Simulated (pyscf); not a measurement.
Single points on ωB97X-D3(BJ)/def2-SVP structures (PySCF, gas phase). MP2 and CC: frozen core, UHF for open shells. ΔMP2 is the change of the MP2 total energy from the triple- to the quadruple-zeta basis.

SMILES: [NH2][InH][Cl]
```xyz
6

N     -2.0158    -0.1258     0.4502
In    -0.2785     0.2275    -0.4627
Cl     0.6597    -1.7870    -1.2247
H     -2.6357     0.5836     0.8220
H     -2.4168    -1.0547     0.5105
H      0.5542     1.6841    -0.7244
```
Charge 0, spin multiplicity 1.

Problem. What is the homolytic dissociation enthalpy (298 K, CCSD(T)/def2-TZVPP + ΔMP2(QZVPP)) of the In–N bond of `[NH2][InH][Cl]`, to NH₂• + [Cl–InH]•?

Solution. In–N to NH₂• + [Cl–InH]•: 3.24 eV. The radicals are drawn with the spin at the cut bond; how far it spreads was not checked. The CCSD(T) − MP2 part came from Ansatz, without density fitting, on the same reference. The frozen core leaves the outer d or s,p core shells of the metals and heavy elements correlated in the MP2 and CC values, and def2-TZVPP describes them poorly, which can shift differences by a few kcal/mol. Elements past Kr carry the def2 core potentials, without spin-orbit coupling.
